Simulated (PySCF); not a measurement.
**[BH2F2]− (SMILES F[BH2-]F) at MP2/STO-3G**

Aim: the vertical singlet–triplet gap of [BH2F2]− at MP2/STO-3G, from 2 runs. Input form: a Python script.

Program for the calculation: PySCF 2.14.0.

9 further runs of the same task are left out: 3 that didn't finish, 6 set aside as unsound or not needed.

### 1 The system as given

[BH2F2]− has 5 atoms, charge -1, and is taken as a singlet. As SMILES, `F[BH2-]F`. Geometry: relaxed at GFN2-xTB.

Bond lengths: F1–B2 1.425 Å, B2–F3 1.425 Å, B2–H4 1.225 Å, B2–H5 1.225 Å. Angles: F1–B2–F3 107.4°, F1–B2–H4 109.0°, F1–B2–H5 109.1°, F3–B2–H4 109.0°, F3–B2–H5 109.1°, H4–B2–H5 113.0°.

### 2 A single-point energy at MP2/STO-3G

Contents of run.py:

```python
from pyscf import gto, scf, mp

mol = gto.Mole()
mol.atom = '''
F       -1.176970       0.624500       0.383180
B        0.033530       0.014270      -0.056090
F        0.407580      -0.947330       0.926670
H       -0.171950      -0.560090      -1.118950
H        0.907810       0.868650      -0.134810
'''
mol.max_memory = 1860
mol.charge = -1
mol.basis = 'sto-3g'
mol.verbose = 3
mol.build()

mf = scf.RHF(mol)
mf.conv_tol = 1e-10
mf.kernel()
if not mf.converged:
    mf = mf.newton().run(mf.mo_coeff, mf.mo_occ)

pt = mp.MP2(mf, frozen=3).run()
etot = pt.e_tot
print('Final energy', etot)
```

Command:

```console
$ OMP_NUM_THREADS=1 python run.py
```

What it wrote:

```text
converged SCF energy = -221.558609261091
E(RMP2) = -221.621099891715  E_corr = -0.062490630623903
E(SCS-RMP2) = -221.627264167406  E_corr = -0.068654906315102
Final energy -221.62109989171486
```

Wall time 0.66 s (1 thread of Arm Neoverse V2, shared host); peak memory 0.11 GiB.

### 3 The triplet

Contents of geometry.xyz:

```xyz
5
BF2H2
F     -1.176970     0.624500     0.383180
B      0.033530     0.014270    -0.056090
F      0.407580    -0.947330     0.926670
H     -0.171950    -0.560090    -1.118950
H      0.907810     0.868650    -0.134810
```

Contents of calc.py:

```python
from pyscf import gto, scf, mp

mol = gto.M(
    atom='geometry.xyz',
    basis='sto-3g',
    verbose=3,
    max_memory=1860,
    charge=-1,
    spin=2,
)

mf = scf.UHF(mol)
mf.conv_tol = 1e-10
mf.kernel()
if not mf.converged:
    mf = mf.newton().run(mf.mo_coeff, mf.mo_occ)

pt = mp.MP2(mf, frozen=3).run()
energy = pt.e_tot
print('E = %.10f Eh' % energy)
```

Command:

```console
$ OMP_NUM_THREADS=1 python calc.py
```

What it wrote:

```text
WARN: HOMO 0.460681896668565 >= LUMO -0.302777583711683

WARN: HOMO 0.582989062427602 >= LUMO 0.341879585257312

WARN: HOMO 0.5667608014654 >= LUMO 0.363530490439171

WARN: HOMO 0.554159960375408 >= LUMO 0.370670396368958

WARN: HOMO 0.554769161332136 >= LUMO 0.375820251925368

WARN: HOMO 0.551001721416273 >= LUMO 0.377614459289635

WARN: HOMO 0.550457002655002 >= LUMO 0.377539326958673

WARN: HOMO 0.550365936102809 >= LUMO 0.377462088656294

WARN: HOMO 0.550042947210923 >= LUMO 0.37761875345263

WARN: HOMO 0.550031639436537 >= LUMO 0.377514160527977

WARN: HOMO 0.549956327496618 >= LUMO 0.377490108370008

WARN: HOMO 0.549953159175299 >= LUMO 0.377480524391848

WARN: HOMO 0.54995547405066 >= LUMO 0.377480354160252

WARN: HOMO 0.549955951975534 >= LUMO 0.377479475662645

WARN: HOMO 0.549957083595114 >= LUMO 0.377483349471834

WARN: HOMO 0.549959806292902 >= LUMO 0.377474718743932

WARN: HOMO 0.549950155410251 >= LUMO 0.377530559051344

WARN: HOMO 0.549944144576746 >= LUMO 0.377547511467273

WARN: HOMO 0.549938905605234 >= LUMO 0.377456755443711

WARN: HOMO 0.549941432804371 >= LUMO 0.377491537003733

WARN: HOMO 0.549941496833655 >= LUMO 0.377491591720376

WARN: HOMO 0.549940624932966 >= LUMO 0.377488902365229

WARN: HOMO 0.549940952398205 >= LUMO 0.377494938715232

WARN: HOMO 0.549940445046345 >= LUMO 0.377488743439386

converged SCF energy = -220.969169467681  <S^2> = 2.0088873  2S+1 = 3.0059191
E(UMP2) = -221.056894946245  E_corr = -0.0877254785643035
E(SCS-UMP2) = -221.055636380485  E_corr = -0.0864669128040292
E = -221.0568949462 Eh
```

It took 0.7 s on 1 thread of Arm Neoverse V2, shared host; peak memory 0.11 GiB.

### 4 What came out

Level: MP2/STO-3G, 3 core orbitals frozen.

| quantity | value |
| --- | --- |
| singlet: total energy | -221.62110 Eh |
| singlet: HOMO energy (Hartree–Fock orbitals) | -0.62 eV |
| singlet: LUMO energy (Hartree–Fock orbitals) | 26.74 eV |
| singlet: HOMO–LUMO gap (to an unbound level, set by the basis) | 27.36 eV |
| singlet: correlation energy (3 core orbitals frozen) | -62.5 mEh |
| triplet: total energy | -221.05689 Eh |
| triplet: HOMO energy (Hartree–Fock orbitals) (highest over α and β) | 14.96 eV |
| triplet: correlation energy (3 core orbitals frozen) | -87.7 mEh |
| triplet: ⟨S²⟩ of the reference determinant | 2.009 |
| vertical energy of the triplet above the singlet | 15.353 eV |

In words: At this shape the triplet lies 15.35 eV (1481 kJ/mol) above the singlet. For an anion a state so high probably lies above electron detachment. In a minimal basis such a difference can be off by several eV, whatever the method. The HOMO (triplet) lies at positive energy, 14.96 eV: the electron is unbound at this level or held by a compact basis; values depend on the basis.
